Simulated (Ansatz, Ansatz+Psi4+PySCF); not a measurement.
```tsv
atom	x (Å)	y (Å)	z (Å)
C	0.0000	0.0000	-1.1193
Cl	0.0000	0.0000	0.6560
H	0.0000	-1.0366	-1.4786
H	-0.8977	0.5183	-1.4786
H	0.8977	0.5183	-1.4786
```

Basis set: cc-pVTZ (spherical functions). Left uncorrelated: 6 orbitals. Charge 0, multiplicity 1.

Computed with Ansatz (development build ahead of 0.2.0); each method stands on the lowest determinant of its kind that the runs found. Restricted open shells among the atoms or ions are ROHF, correlated in semicanonical orbitals with singles.

The atomization energy at this shape (free ground-state atoms in the same class of orbitals less the molecule, no zero-point energy) of singlet CH3Cl:

```json
{"method": "RHF-MP2", "atomization energy": "387.62 kcal/mol"}
```

**Question.** What does RHF give?

**Answer.** 301.86 kcal/mol.
